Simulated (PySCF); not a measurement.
Job file and geometry (Å, from PBE0-D3(BJ)/def2-SVP) of a spin–spin coupling run on SMILES FC1C[NH2+]C1, [C₃H₇FN]+, B3LYP/pcJ-1 indirect spin-spin coupling, non-relativistic, gas phase in PySCF 2.14.0, density-fitted response routines; density fitting, a coarse starting grid and PySCF grid level 2 are the driver's defaults:

```
{"job": {"kind": "j", "xc": "B3LYP", "basis": "pcJ-1"}, "charge": 1, "multiplicity": 1}
F     -0.473039     1.926600    -0.529518
C     -0.330149     0.941144     0.384110
C      1.044381     0.267364     0.281269
N      0.416773    -0.912935    -0.434833
C     -0.959372    -0.373003    -0.096440
H     -0.632820     1.302684     1.376928
H      1.485974    -0.056837     1.231927
H      1.786629     0.791495    -0.333940
H      0.645213    -1.844186    -0.067712
H      0.611681    -0.928343    -1.443088
H     -1.612474    -0.295000    -0.974796
H     -1.427052    -0.987603     0.682949
```

Problem. Write the output of this run.

Solution. 
```
coarse grid: 9752 points
cycle   1  E = -272.7581764886  dE =  8.264e-01  |g| = 5.223e-01  |ddm| = 2.563e+00
cycle   2  E = -272.7109131943  dE =  4.726e-02  |g| = 8.006e-01  |ddm| = 9.452e-01
cycle   3  E = -272.8072423505  dE = -9.633e-02  |g| = 5.513e-02  |ddm| = 5.287e-01
cycle   4  E = -272.8076756724  dE = -4.333e-04  |g| = 2.428e-02  |ddm| = 5.421e-02
cycle   5  E = -272.8077814182  dE = -1.057e-04  |g| = 1.019e-02  |ddm| = 1.919e-02
cycle   6  E = -272.8077995605  dE = -1.814e-05  |g| = 1.532e-03  |ddm| = 4.928e-03
cycle   7  E = -272.8078000144  dE = -4.539e-07  |g| = 4.642e-04  |ddm| = 1.246e-03
final grid: 93824 points
cycle   8  E = -272.8484101527  dE = -1.094e-04  |g| = 6.801e-03  |ddm| = 1.912e-02
cycle   9  E = -272.8484029137  dE =  7.239e-06  |g| = 9.262e-03  |ddm| = 1.023e-02
cycle  10  E = -272.8484200351  dE = -1.712e-05  |g| = 1.021e-03  |ddm| = 5.853e-03
cycle  11  E = -272.8484201499  dE = -1.148e-07  |g| = 5.092e-04  |ddm| = 9.196e-04
cycle  12  E = -272.8484201894  dE = -3.943e-08  |g| = 5.038e-05  |ddm| = 3.138e-04
cycle  13  E = -272.8484201898  dE = -4.126e-10  |g| = 1.365e-05  |ddm| = 4.065e-05
converged SCF energy = -272.8484201898

Indirect spin-spin couplings (Hz)
  i      j    bonds     total        FC       PSO       DSO        SD
  0 F    1 C    1   -279.952  -306.655     9.133     0.834    16.736
  0 F    2 C    2     32.047    26.455     3.137    -0.061     2.515
  0 F    3 N    3      0.713     0.283     0.177     0.078     0.176
  0 F    4 C    2     32.025    26.434     3.137    -0.061     2.514
  0 F    5 H    2     60.018    57.623     7.100    -1.352    -3.353
  0 F    6 H    3     21.316    21.522     1.913    -1.925    -0.194
  0 F    7 H    3     18.606    17.505     1.201     0.189    -0.288
  0 F    8 H    4      1.707     1.907     2.174    -2.215    -0.159
  0 F    9 H    4     -0.625    -0.439     0.491    -0.405    -0.271
  0 F   10 H    3     18.609    17.508     1.200     0.189    -0.289
  0 F   11 H    3     21.314    21.520     1.913    -1.925    -0.194
  1 C    2 C    1     36.177    35.718     0.188     0.271         -
  1 C    3 N    2      0.564     0.403     0.118    -0.025     0.069
  1 C    4 C    1     36.179    35.719     0.188     0.271         -
  1 C    5 H    1    184.611   184.167    -0.740     1.184         -
  1 C    6 H    2      0.653     0.512     0.211    -0.069         -
  1 C    7 H    2     -5.198    -5.395     0.308    -0.112         -
  1 C    8 H    3      6.451     6.617     0.364    -0.530         -
  1 C    9 H    3      0.752     0.954     0.132    -0.334         -
  1 C   10 H    2     -5.195    -5.391     0.308    -0.112         -
  1 C   11 H    2      0.649     0.507     0.210    -0.069         -
  2 C    3 N    1     -4.122    -1.368    -1.405    -0.090    -1.259
  2 C    4 C    2     -7.184    -7.000    -0.218     0.034         -
  2 C    5 H    2      2.214     2.224     0.167    -0.177         -
  2 C    6 H    1    160.925   160.315    -0.209     0.820         -
  2 C    7 H    1    166.963   166.481    -0.371     0.853         -
  2 C    8 H    2     -2.032    -2.360     0.746    -0.418         -
  2 C    9 H    2     -2.551    -2.859     0.657    -0.348         -
  2 C   10 H    3      2.927     3.039     0.376    -0.489         -
  2 C   11 H    3      1.097     1.211     0.193    -0.307         -
  3 N    4 C    1     -4.123    -1.368    -1.405    -0.090    -1.259
  3 N    5 H    3     -7.370    -7.434    -0.157     0.188     0.032
  3 N    6 H    2      0.069     0.248    -0.247     0.063     0.004
  3 N    7 H    2      0.487     0.654    -0.240     0.071     0.003
  3 N    8 H    1    -83.341   -81.561    -1.392    -0.306    -0.083
  3 N    9 H    1    -81.788   -79.999    -1.402    -0.316    -0.072
  3 N   10 H    2      0.487     0.654    -0.240     0.071     0.003
  3 N   11 H    2      0.068     0.248    -0.247     0.063     0.004
  4 C    5 H    2      2.214     2.224     0.167    -0.177         -
  4 C    6 H    3      1.096     1.210     0.193    -0.307         -
  4 C    7 H    3      2.930     3.042     0.376    -0.489         -
  4 C    8 H    2     -2.033    -2.362     0.746    -0.418         -
  4 C    9 H    2     -2.551    -2.860     0.657    -0.348         -
  4 C   10 H    1    166.971   166.489    -0.371     0.853         -
  4 C   11 H    1    160.922   160.312    -0.209     0.820         -
  5 H    6 H    3      6.249     6.263    -0.012    -0.002         -
  5 H    7 H    3      1.968     2.057     1.988    -2.078         -
  5 H    8 H    4      2.462     2.607     1.727    -1.872         -
  5 H    9 H    4     -0.467    -0.288     2.529    -2.708         -
  5 H   10 H    3      1.969     2.058     1.989    -2.078         -
  5 H   11 H    3      6.252     6.266    -0.013    -0.001         -
  6 H    7 H    2    -15.341   -15.365     2.476    -2.453         -
  6 H    8 H    3      8.732     8.796    -0.071     0.007         -
  6 H    9 H    3      9.044     9.149     2.935    -3.040         -
  6 H   10 H    4     -1.277    -1.120     2.301    -2.459         -
  6 H   11 H    4      1.013     1.161     0.415    -0.563         -
  7 H    8 H    3      3.209     3.347     2.338    -2.476         -
  7 H    9 H    3      9.376     9.419    -0.214     0.170         -
  7 H   10 H    4      4.353     4.507     1.524    -1.678         -
  7 H   11 H    4     -1.278    -1.120     2.301    -2.459         -
  8 H    9 H    2    -14.020   -14.058     4.087    -4.050         -
  8 H   10 H    3      3.209     3.347     2.338    -2.476         -
  8 H   11 H    3      8.732     8.797    -0.071     0.006         -
  9 H   10 H    3      9.375     9.419    -0.215     0.171         -
  9 H   11 H    3      9.044     9.149     2.935    -3.040         -
 10 H   11 H    2    -15.339   -15.362     2.476    -2.453         -
```

Size and cost of the density-fitted run: 205 basis functions, 21 s wall time on 1 thread of an Arm Neoverse V1, shared host.
